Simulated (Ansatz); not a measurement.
# AlBH2 (singlet): PBE, r2SCAN, PBE0, B3LYP, wB97M-V, B2PLYP, RPA-PBE over vertical spin and charge gaps, 6-31G, part 2 of 2

Ansatz 0.2.0, Gaussian basis; 6-31G, all electrons in the functionals, frozen cores in the correlation of double hybrids and RPA. The steps go on from the part before.

### Step 14. wB97M-V, charge 0, singlet

in.yaml reads:

```yaml
crystal:
  periodic: [false, false, false]
  atoms:
    - {symbol: B, position_ang: [0.000000, -0.236580, 1.427367]}
    - {symbol: Al, position_ang: [0.000000, 0.116336, -0.597031]}
    - {symbol: H, position_ang: [0.000000, 0.366780, 2.461377]}
    - {symbol: H, position_ang: [0.000000, -0.943450, -1.789164]}
basis:
  gaussian: {orbitals: 6-31G}
magnetization: {spin_polarized: true, initial_magnetization: 0}
hamiltonian: {xc: {name: wB97M-V}}
output: {orbitals: {seedname: orbitals}}
```

On the command line:

```sh
$ ansatz run in.yaml --threads 1 --pin off --events-out ev --progress --plain --max-ram 2393MiB
```

Standard output, cut to the lines that bear on the results:

```text
Functional definition: wB97M-V
  name "wB97M-V"
  cite "Mardirossian & Head-Gordon, J. Chem. Phys. 144, 214110 (2016) doi:10.1063/1.4952647"
  cite "Becke, J. Chem. Phys. 107, 8554 (1997) doi:10.1063/1.475007"
  cite "Vydrov & Van Voorhis, J. Chem. Phys. 133, 244103 (2010) doi:10.1063/1.3521275"
  # Of w^i u^j: cxij and so on, Table III.
[...]
  gx(w, u) = 1 - cx + cx01*u + cx10*w
  gss(w, u) = css00 + css04*u^4 + css10*w + css20*w^2 + css43*w^4*u^3
  gos(w, u) = cos00 + cos10*w + (cos20 + cos21*u)*w^2 + (cos60 + cos61*u)*w^6
[...]
      + integral(e_c_pw_mod_opposite_spin*gos(b97_w_opposite, b97_u_opposite)) + vv10(b, c)
328 factors; integrals over basis functions are off by at most 2.5e-4 eV
134 factors; integrals over basis functions are off by at most 5.3e-6 eV
[...]
mean field -7299.54147902 eV, -268.2532015469 hartree, gradient 7.2e-6 eV, S^2 0.522946; 9 other end points of the search recorded, 0 dependent functions left out
reference -7299.54151955 eV, -268.2532030366 hartree; 10, 10 occupied and 16, 16 virtual orbitals, 328 factors
Total energy: -7299.54151955 eV, -268.2532030366 hartree
```

Wall time 10 s (1 thread of INTEL XEON PLATINUM 8581C at 2.30GHz, shared host).

From the report: ⟨S²⟩ of the determinant 0.523 (pure singlet: 0.00). The determinant of wB97M-V (⟨S²⟩ 0.52) is far from a pure spin state, so its energy mixes those of several spin states; that is harmless only where they are near-degenerate.

### Step 15. wB97M-V, charge 0, triplet

Edit in.yaml of step 14 so:

```diff
@@ -9,3 +9,3 @@
   gaussian: {orbitals: 6-31G}
-magnetization: {spin_polarized: true, initial_magnetization: 0}
+magnetization: {spin_polarized: true, initial_magnetization: 2}
 hamiltonian: {xc: {name: wB97M-V}}
```

The command is unchanged.

Standard output, cut to the lines that bear on the results:

```text
Functional definition: wB97M-V
  name "wB97M-V"
  cite "Mardirossian & Head-Gordon, J. Chem. Phys. 144, 214110 (2016) doi:10.1063/1.4952647"
  cite "Becke, J. Chem. Phys. 107, 8554 (1997) doi:10.1063/1.475007"
  cite "Vydrov & Van Voorhis, J. Chem. Phys. 133, 244103 (2010) doi:10.1063/1.3521275"
  # Of w^i u^j: cxij and so on, Table III.
[...]
  gx(w, u) = 1 - cx + cx01*u + cx10*w
  gss(w, u) = css00 + css04*u^4 + css10*w + css20*w^2 + css43*w^4*u^3
  gos(w, u) = cos00 + cos10*w + (cos20 + cos21*u)*w^2 + (cos60 + cos61*u)*w^6
[...]
      + integral(e_c_pw_mod_opposite_spin*gos(b97_w_opposite, b97_u_opposite)) + vv10(b, c)
328 factors; integrals over basis functions are off by at most 2.5e-4 eV
134 factors; integrals over basis functions are off by at most 5.3e-6 eV
[...]
mean field -7299.62483858 eV, -268.2562649545 hartree, gradient 6.1e-5 eV, S^2 2.008106; 1 other end points of the search recorded, 0 dependent functions left out
reference -7299.62487811 eV, -268.2562664071 hartree; 11, 9 occupied and 15, 17 virtual orbitals, 328 factors
Total energy: -7299.62487811 eV, -268.2562664071 hartree
```

It took 2.3 s on 1 thread of INTEL XEON PLATINUM 8581C at 2.30GHz, shared host.

From the report: ⟨S²⟩ of the determinant 2.008 (pure triplet: 2.00).

From charge 0, singlet: -1.9 kcal/mol.

### Step 16. wB97M-V, charge 1, doublet

Edit in.yaml of step 15 so:

```diff
@@ -9,4 +9,5 @@
   gaussian: {orbitals: 6-31G}
-magnetization: {spin_polarized: true, initial_magnetization: 2}
+total_charge: 1
+magnetization: {spin_polarized: true, initial_magnetization: 1}
 hamiltonian: {xc: {name: wB97M-V}}
-output: {orbitals: {seedname: orbitals}}
+output: {forces: true, orbitals: {seedname: orbitals}}
```

Same command.

Standard output, cut to the lines that bear on the results:

```text
Functional definition: wB97M-V
  name "wB97M-V"
  cite "Mardirossian & Head-Gordon, J. Chem. Phys. 144, 214110 (2016) doi:10.1063/1.4952647"
  cite "Becke, J. Chem. Phys. 107, 8554 (1997) doi:10.1063/1.475007"
  cite "Vydrov & Van Voorhis, J. Chem. Phys. 133, 244103 (2010) doi:10.1063/1.3521275"
  # Of w^i u^j: cxij and so on, Table III.
[...]
  gx(w, u) = 1 - cx + cx01*u + cx10*w
  gss(w, u) = css00 + css04*u^4 + css10*w + css20*w^2 + css43*w^4*u^3
  gos(w, u) = cos00 + cos10*w + (cos20 + cos21*u)*w^2 + (cos60 + cos61*u)*w^6
[...]
      + integral(e_c_pw_mod_opposite_spin*gos(b97_w_opposite, b97_u_opposite)) + vv10(b, c)
328 factors; integrals over basis functions are off by at most 2.5e-4 eV
134 factors; integrals over basis functions are off by at most 5.3e-6 eV
[...]
mean field -7292.35803557 eV, -267.9892148692 hartree, gradient 1.4e-5 eV, S^2 0.754815; 1 other end points of the search recorded, 0 dependent functions left out
[...]
reference -7292.35807650 eV, -267.9892163734 hartree; 10, 9 occupied and 16, 17 virtual orbitals, 328 factors
Total energy: -7292.35807650 eV, -267.9892163734 hartree
Atom 0 at     0.000000    -0.236580     1.427367 Å, force     0.000000     1.036905     1.107903 eV/Å
Atom 1 at     0.000000     0.116336    -0.597031 Å, force    -0.000000    -1.001597    -0.877787 eV/Å
Atom 2 at     0.000000     0.366780     2.461377 Å, force    -0.000000    -0.566368    -0.090858 eV/Å
Atom 3 at     0.000000    -0.943450    -1.789164 Å, force    -0.000000     0.531060    -0.139259 eV/Å
Dipole moment:    -0.000000     0.212553     0.100171 e Å
```

Run time: 2.9 s. Hardware: 1 thread of INTEL XEON PLATINUM 8581C at 2.30GHz, shared host.

From the report: ⟨S²⟩ of the determinant 0.755 (pure doublet: 0.75).

From charge 0, singlet: +165.7 kcal/mol.

### Step 17. B2PLYP, charge 0, singlet

Edit in.yaml of step 16 so:

```diff
@@ -9,5 +9,4 @@
   gaussian: {orbitals: 6-31G}
-total_charge: 1
-magnetization: {spin_polarized: true, initial_magnetization: 1}
-hamiltonian: {xc: {name: wB97M-V}}
-output: {forces: true, orbitals: {seedname: orbitals}}
+magnetization: {spin_polarized: true, initial_magnetization: 0}
+hamiltonian: {xc: {name: B2PLYP}}
+correlation: {electrons: outside_noble_gas}
```

The command is unchanged.

Standard output, cut to the lines that bear on the results:

```text
Functional definition: B2PLYP
  name "B2PLYP"
  cite "Grimme, J. Chem. Phys. 124, 034108 (2006) doi:10.1063/1.2148954"
  cite "Becke, Phys. Rev. A 38, 3098 (1988) doi:10.1103/PhysRevA.38.3098"
  cite "Lee, Yang & Parr, Phys. Rev. B 37, 785 (1988) doi:10.1103/PhysRevB.37.785"
[...]
328 factors; integrals over basis functions are off by at most 2.5e-4 eV
[...]
mean field -7295.19851577 eV, -268.0936005914 hartree, gradient 6.2e-6 eV, S^2 0.760507; 12 other end points of the search recorded, 0 dependent functions left out
6 core orbitals not correlated: weight in the atoms' cores, before any rotation towards them, 1.000 or more for the frozen orbitals, at most 0.000 for the correlated occupied ones
reference -7295.19865087 eV, -268.0936055563 hartree; 4, 4 occupied and 16, 16 virtual orbitals, 328 factors
second order -2.75723007 eV of doubles, -0.00000000 eV of singles
Total energy: -7295.94310299 eV, -268.1209636671 hartree
```

Run time: 2.6 s. Hardware: 1 thread of INTEL XEON PLATINUM 8581C at 2.30GHz, shared host.

From the report: ⟨S²⟩ of the determinant 0.761 (pure singlet: 0.00). The determinant of B2PLYP (⟨S²⟩ 0.76) is far from a pure spin state, so its energy mixes those of several spin states; that is harmless only where they are near-degenerate.

### Step 18. B2PLYP, charge 0, triplet

Edit in.yaml of step 17 so:

```diff
@@ -9,3 +9,3 @@
   gaussian: {orbitals: 6-31G}
-magnetization: {spin_polarized: true, initial_magnetization: 0}
+magnetization: {spin_polarized: true, initial_magnetization: 2}
 hamiltonian: {xc: {name: B2PLYP}}
```

Same command.

Standard output, cut to the lines that bear on the results:

```text
Functional definition: B2PLYP
  name "B2PLYP"
  cite "Grimme, J. Chem. Phys. 124, 034108 (2006) doi:10.1063/1.2148954"
  cite "Becke, Phys. Rev. A 38, 3098 (1988) doi:10.1103/PhysRevA.38.3098"
  cite "Lee, Yang & Parr, Phys. Rev. B 37, 785 (1988) doi:10.1103/PhysRevB.37.785"
[...]
328 factors; integrals over basis functions are off by at most 2.5e-4 eV
[...]
mean field -7295.31624942 eV, -268.0979272233 hartree, gradient 6.9e-6 eV, S^2 2.022941; 4 other end points of the search recorded, 0 dependent functions left out
6 core orbitals not correlated: weight in the atoms' cores, before any rotation towards them, 1.000 or more for the frozen orbitals, at most 0.000 for the correlated occupied ones
reference -7295.31638426 eV, -268.0979321786 hartree; 5, 3 occupied and 15, 17 virtual orbitals, 328 factors
second order -2.61441002 eV of doubles, -0.00000000 eV of singles
Total energy: -7296.02227497 eV, -268.1238731836 hartree
```

It took 0.72 s on 1 thread of INTEL XEON PLATINUM 8581C at 2.30GHz, shared host.

From the report: ⟨S²⟩ of the determinant 2.023 (pure triplet: 2.00).

From charge 0, singlet: -1.8 kcal/mol.

### Step 19. B2PLYP, charge 1, doublet

Edit in.yaml of step 18 so:

```diff
@@ -9,3 +9,4 @@
   gaussian: {orbitals: 6-31G}
-magnetization: {spin_polarized: true, initial_magnetization: 2}
+total_charge: 1
+magnetization: {spin_polarized: true, initial_magnetization: 1}
 hamiltonian: {xc: {name: B2PLYP}}
```

The command is unchanged.

Standard output, cut to the lines that bear on the results:

```text
Functional definition: B2PLYP
  name "B2PLYP"
  cite "Grimme, J. Chem. Phys. 124, 034108 (2006) doi:10.1063/1.2148954"
  cite "Becke, Phys. Rev. A 38, 3098 (1988) doi:10.1103/PhysRevA.38.3098"
  cite "Lee, Yang & Parr, Phys. Rev. B 37, 785 (1988) doi:10.1103/PhysRevB.37.785"
[...]
328 factors; integrals over basis functions are off by at most 2.5e-4 eV
[...]
mean field -7288.21601952 eV, -267.8369985873 hartree, gradient 2.8e-6 eV, S^2 0.765237; 2 other end points of the search recorded, 0 dependent functions left out
6 core orbitals not correlated: weight in the atoms' cores, before any rotation towards them, 1.000 or more for the frozen orbitals, at most 0.000 for the correlated occupied ones
reference -7288.21615156 eV, -267.8370034395 hartree; 4, 3 occupied and 16, 17 virtual orbitals, 328 factors
second order -2.17871798 eV of doubles, -0.00000000 eV of singles
Total energy: -7288.80440541 eV, -267.8586213699 hartree
```

It took 0.63 s on 1 thread of INTEL XEON PLATINUM 8581C at 2.30GHz, shared host.

From the report: ⟨S²⟩ of the determinant 0.765 (pure doublet: 0.75).

From charge 0, singlet: +164.6 kcal/mol.

### Step 20. RPA-PBE, charge 0, singlet

Edit in.yaml of step 19 so:

```diff
@@ -9,5 +9,4 @@
   gaussian: {orbitals: 6-31G}
-total_charge: 1
-magnetization: {spin_polarized: true, initial_magnetization: 1}
-hamiltonian: {xc: {name: B2PLYP}}
-correlation: {electrons: outside_noble_gas}
+magnetization: {spin_polarized: true, initial_magnetization: 0}
+hamiltonian: {xc: {name: PBE}}
+correlation: {method: rpa, electrons: outside_noble_gas}
```

Launched as before.

Standard output, cut to the lines that bear on the results:

```text
Functional definition: PBE
  name "PBE"
  cite "Perdew, Burke & Ernzerhof, Phys. Rev. Lett. 77, 3865 (1996) doi:10.1103/PhysRevLett.77.3865"
  parent pbe
[...]
328 factors; integrals over basis functions are off by at most 2.5e-4 eV
[...]
mean field -7295.83331840 eV, -268.1169291577 hartree, gradient 5.0e-6 eV, S^2 0.756598; 17 other end points of the search recorded, 0 dependent functions left out
6 core orbitals not correlated: weight in the atoms' cores, before any rotation towards them, 1.000 or more for the frozen orbitals, at most 0.000 for the correlated occupied ones
reference -7280.96411016 eV, -267.5704958336 hartree; 4, 4 occupied and 16, 16 virtual orbitals, 328 factors
Total energy: -7286.06335858 eV, -267.7578897566 hartree
```

Run time: 3.4 s. Hardware: 1 thread of INTEL XEON PLATINUM 8581C at 2.30GHz, shared host.

From the report: ⟨S²⟩ of the determinant 0.757 (pure singlet: 0.00). The determinant of RPA-PBE (⟨S²⟩ 0.76) is far from a pure spin state, so its energy mixes those of several spin states; that is harmless only where they are near-degenerate.

### Step 21. RPA-PBE, charge 0, triplet

Edit in.yaml of step 20 so:

```diff
@@ -9,3 +9,3 @@
   gaussian: {orbitals: 6-31G}
-magnetization: {spin_polarized: true, initial_magnetization: 0}
+magnetization: {spin_polarized: true, initial_magnetization: 2}
 hamiltonian: {xc: {name: PBE}}
```

The command is unchanged.

Standard output, cut to the lines that bear on the results:

```text
Functional definition: PBE
  name "PBE"
  cite "Perdew, Burke & Ernzerhof, Phys. Rev. Lett. 77, 3865 (1996) doi:10.1103/PhysRevLett.77.3865"
  parent pbe
[...]
328 factors; integrals over basis functions are off by at most 2.5e-4 eV
[...]
mean field -7295.93445257 eV, -268.1206457699 hartree, gradient 1.5e-6 eV, S^2 2.007406; 2 other end points of the search recorded, 0 dependent functions left out
6 core orbitals not correlated: weight in the atoms' cores, before any rotation towards them, 1.000 or more for the frozen orbitals, at most 0.000 for the correlated occupied ones
reference -7281.29236792 eV, -267.5825590837 hartree; 5, 3 occupied and 15, 17 virtual orbitals, 328 factors
Total energy: -7286.14253556 eV, -267.7607994572 hartree
```

Wall time 0.69 s (1 thread of INTEL XEON PLATINUM 8581C at 2.30GHz, shared host).

From the report: ⟨S²⟩ of the determinant 2.007 (pure triplet: 2.00).

From charge 0, singlet: -1.8 kcal/mol.

### Step 22. RPA-PBE, charge 1, doublet

Edit in.yaml of step 21 so:

```diff
@@ -9,3 +9,4 @@
   gaussian: {orbitals: 6-31G}
-magnetization: {spin_polarized: true, initial_magnetization: 2}
+total_charge: 1
+magnetization: {spin_polarized: true, initial_magnetization: 1}
 hamiltonian: {xc: {name: PBE}}
```

Launched as before.

Standard output, cut to the lines that bear on the results:

```text
Functional definition: PBE
  name "PBE"
  cite "Perdew, Burke & Ernzerhof, Phys. Rev. Lett. 77, 3865 (1996) doi:10.1103/PhysRevLett.77.3865"
  parent pbe
[...]
328 factors; integrals over basis functions are off by at most 2.5e-4 eV
[...]
mean field -7288.31017437 eV, -267.8404587142 hartree, gradient 5.2e-6 eV, S^2 0.754438; 7 other end points of the search recorded, 0 dependent functions left out
6 core orbitals not correlated: weight in the atoms' cores, before any rotation towards them, 1.000 or more for the frozen orbitals, at most 0.000 for the correlated occupied ones
reference -7274.68703780 eV, -267.3398176792 hartree; 4, 3 occupied and 16, 17 virtual orbitals, 328 factors
Total energy: -7279.03225067 eV, -267.4995013070 hartree
```

It took 1.3 s on 1 thread of INTEL XEON PLATINUM 8581C at 2.30GHz, shared host.

From the report: ⟨S²⟩ of the determinant 0.754 (pure doublet: 0.75).

From charge 0, singlet: +162.1 kcal/mol.

### Step 23. Against the wave-function levels

The yardstick is full CI for this spin, exact in this basis with these frozen cores. It and the other wave-function rows come from earlier runs at the same points. Energies in kcal/mol, counted from charge 0, singlet; blanks weren't run or aren't comparable.

| level | singlet to triplet | ionisation to the doublet cation |
| --- | --- | --- |
| FCI | -0.7 | 162.2 |
| PBE | -2.3 | 173.5 |
| r2SCAN | -3.2 | 174.2 |
| PBE0 | -3.0 | 171.3 |
| B3LYP | -0.4 | 171.4 |
| wB97M-V | -1.9 | 165.7 |
| B2PLYP | -1.8 | 164.6 |
| RPA-PBE | -1.8 | 162.1 |
| RHF | -14.1 | 140.6 |
| RMP2 | -4.1 | 154.9 |
| UMP2 | -4.0 | 156.3 |
| RCCSD | -1.8 | 160.2 |
| RCCSD(T) | -0.7 | 161.8 |
| UCCSD(T) | -0.6 | 162.0 |
| RCCSDT(Q) | -0.7 | 162.1 |
| UCCSDT(Q) | -0.3 | 162.6 |
| CASSCF valence | -0.9 | 156.1 |
| NEVPT2 valence | -0.8 | 160.2 |
| MRCISD+Q valence | -0.7 | 162.1 |

Largest miss and mean time a point (FCI took 43 s a point; shared hosts):

| level | largest miss (kcal/mol) | where | time a point |
| --- | --- | --- | --- |
| PBE | +11.3 | ionisation to the doublet cation | 1.1 s |
| r2SCAN | +12.0 | ionisation to the doublet cation | 2.7 s |
| PBE0 | +9.1 | ionisation to the doublet cation | 1.3 s |
| B3LYP | +9.2 | ionisation to the doublet cation | 1.4 s |
| wB97M-V | +3.5 | ionisation to the doublet cation | 5.1 s |
| B2PLYP | +2.5 | ionisation to the doublet cation | 1.3 s |
| RPA-PBE | -1.1 | singlet to triplet | 1.8 s |
| RHF | -21.5 | ionisation to the doublet cation |  |
| RMP2 | -7.3 | ionisation to the doublet cation |  |
| UMP2 | -5.9 | ionisation to the doublet cation |  |
| RCCSD | -2.0 | ionisation to the doublet cation |  |
| RCCSD(T) | -0.3 | ionisation to the doublet cation | 0.58 s |
| UCCSD(T) | -0.2 | ionisation to the doublet cation | 1.3 s |
| RCCSDT(Q) | 0.0 | ionisation to the doublet cation | 1.6 s |
| UCCSDT(Q) | +0.4 | singlet to triplet | 2.8 s |
| CASSCF valence | -6.1 | ionisation to the doublet cation |  |
| NEVPT2 valence | -1.9 | ionisation to the doublet cation | 2.7 s |
| MRCISD+Q valence | -0.1 | ionisation to the doublet cation | 5 s |

### Step 24. Outcome

What follows sums up all 2 parts.

```
                             quantity                                              value
              singlet to triplet, FCI                                      -0.7 kcal/mol
ionisation to the doublet cation, FCI                                     162.2 kcal/mol
                    largest miss, PBE  +11.3 kcal/mol (ionisation to the doublet cation)
                 largest miss, r2SCAN  +12.0 kcal/mol (ionisation to the doublet cation)
                   largest miss, PBE0   +9.1 kcal/mol (ionisation to the doublet cation)
                  largest miss, B3LYP   +9.2 kcal/mol (ionisation to the doublet cation)
                largest miss, wB97M-V   +3.5 kcal/mol (ionisation to the doublet cation)
                 largest miss, B2PLYP   +2.5 kcal/mol (ionisation to the doublet cation)
                largest miss, RPA-PBE                 -1.1 kcal/mol (singlet to triplet)
               largest miss, RCCSD(T)   -0.3 kcal/mol (ionisation to the doublet cation)
               largest miss, UCCSD(T)   -0.2 kcal/mol (ionisation to the doublet cation)
```

Of the functionals, RPA-PBE keep the smallest largest miss at the points compared (at most 1.1 kcal/mol) and r2SCAN strays most (12.0 kcal/mol, at ionisation to the doublet cation). PBE, r2SCAN, PBE0, B3LYP, wB97M-V, B2PLYP, RPA-PBE clearly break the spin symmetry at some points (⟨S²⟩ up to 0.85 above the pure value), so energy there is bought with a mixed spin. Functionals and the yardstick converge differently with the basis, so part of each miss in 6-31G is the basis.
